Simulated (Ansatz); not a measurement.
Run this with Ansatz's Python interface and show what comes out.

Script `bh2op_ts.py`:
```python
"""Saddle point for pyramidal inversion in BH2OP."""

import itertools

import ansatz
from ase.data import atomic_numbers, covalent_radii
import numpy as np

BASIS = "def2-SVP"
XC = "b3lyp"

geometry_ang = [
    ("B", [-0.2964, -0.8004, -0.1193]),
    ("O", [-0.7485, 0.3153, 0.7815]),
    ("P", [0.2311, 1.1382, -0.308]),
    ("H", [-0.609, -1.6165, -0.8561]),
    ("H", [1.4727, 0.8898, 0.4605]),
]
molecule = ansatz.Crystal.molecule()
for symbol, xyz in geometry_ang:
    molecule = molecule.atom(symbol, xyz)

job = molecule.calculation().basis(gaussian=BASIS).functional(XC)
symbols = [site.symbol for site in molecule.cartesian_sites]
start = np.array([site.position_ang for site in molecule.cartesian_sites], dtype=float)
data = job.relax(force_tolerance=0.005).run(threads=1, backend="cpu").report
end = np.array(data["positions_ang"])

# start with the apex atom pushed most of the way into the plane of its neighbours
a, b, d = end[[0, 1, 4]]
normal = np.cross(b - a, d - a)
normal /= np.linalg.norm(normal)
flat = end.copy()
flat[2] -= 0.8 * ((end[2] - a) @ normal) * normal
guess = np.zeros_like(flat)
guess[2] = normal
near = ansatz.Crystal.molecule()
for symbol, place in zip(symbols, flat):
    near = near.atom(symbol, place.tolist())
search = (
    near.calculation()
    .basis(gaussian=BASIS)
    .functional(XC)
    .saddle(mode_guess=guess.tolist(), force_tolerance=0.01, max_steps=40)
)
steps = []
top = search.session().plan().execute(on_event=lambda e: steps.append(e["data"]) if e["event"] == "saddle_step" else None).report
for s in steps:
    print(f"step {s['step']:2d}  E = {s['lagrangian_ev']:.5f} eV  force {s['allowed_force_max_ev_ang']:.4f} eV/A  curvature {s['curvature_ev_ang2']:.3f} eV/A^2")
print(f"minimum {data['free_energy_ev']:.5f} eV, saddle {top['free_energy_ev']:.5f} eV")
print(f"electronic barrier {96.485332 * (top['free_energy_ev'] - data['free_energy_ev']):.2f} kJ/mol")
saddle = np.array(top["positions_ang"])
# pairs closer than 1.2 times the sum of covalent radii, before or after
radius = [covalent_radii[atomic_numbers[s]] for s in symbols]
span = lambda where, i, j: np.linalg.norm(where[i] - where[j])
bonded = [(i, j) for i, j in itertools.combinations(range(len(symbols)), 2) if min(span(end, i, j), span(saddle, i, j)) < 1.2 * (radius[i] + radius[j])]
print("pair        before    after (A)")
for i, j in bonded:
    print(f"{symbols[i]}{i}-{symbols[j]}{j}".ljust(10), f"{span(end, i, j):8.4f} {span(saddle, i, j):8.4f}")
```

`python bh2op_ts.py` gives:
```text
step  1  E = -12031.87727 eV  force 23.9243 eV/A  curvature -63.700 eV/A^2
step  2  E = -12034.80604 eV  force 10.2347 eV/A  curvature -53.264 eV/A^2
step  3  E = -12036.47847 eV  force 3.7782 eV/A  curvature -31.409 eV/A^2
step  4  E = -12037.19423 eV  force 2.4909 eV/A  curvature -19.350 eV/A^2
step  5  E = -12037.40901 eV  force 1.9019 eV/A  curvature -16.971 eV/A^2
step  6  E = -12037.54383 eV  force 1.9620 eV/A  curvature -15.050 eV/A^2
step  7  E = -12037.77295 eV  force 1.8835 eV/A  curvature -11.127 eV/A^2
step  8  E = -12037.94094 eV  force 1.4010 eV/A  curvature -6.635 eV/A^2
step  9  E = -12038.00000 eV  force 0.7928 eV/A  curvature -8.242 eV/A^2
step 10  E = -12038.02673 eV  force 0.6217 eV/A  curvature -7.417 eV/A^2
step 11  E = -12038.04653 eV  force 0.5811 eV/A  curvature -7.818 eV/A^2
step 12  E = -12038.08142 eV  force 0.6445 eV/A  curvature -8.678 eV/A^2
step 13  E = -12038.16271 eV  force 0.6399 eV/A  curvature -12.713 eV/A^2
step 14  E = -12038.17741 eV  force 0.3391 eV/A  curvature -13.446 eV/A^2
step 15  E = -12038.18853 eV  force 0.3257 eV/A  curvature -13.472 eV/A^2
step 16  E = -12038.19063 eV  force 0.0279 eV/A  curvature -13.308 eV/A^2
step 17  E = -12038.19089 eV  force 0.0442 eV/A  curvature -13.706 eV/A^2
step 18  E = -12038.19104 eV  force 0.0148 eV/A  curvature -13.608 eV/A^2
step 19  E = -12038.19104 eV  force 0.0040 eV/A  curvature -13.585 eV/A^2
minimum -12040.03103 eV, saddle -12038.19123 eV
electronic barrier 177.51 kJ/mol
pair        before    after (A)
B0-O1        1.3130   1.2509
B0-P2        1.8967   2.0266
B0-H3        1.1965   1.1894
O1-P2        1.8420   2.1931
P2-H4        1.4394   1.4178
```

What to keep in mind:
- Total energies depend on the basis set; only differences at equal settings carry meaning.
- The energies are electronic: no zero-point or thermal terms, and the basis set is short of its limit. No separate frequency run checks the order of the saddle point.
- b3lyp holds the VWN-RPA fit, as in Gaussian; the form of ORCA and Turbomole is b3lyp5.
- The whole script took 100 s on 1 thread of Arm Neoverse V1, on a shared host, peak memory 0.2 GiB.
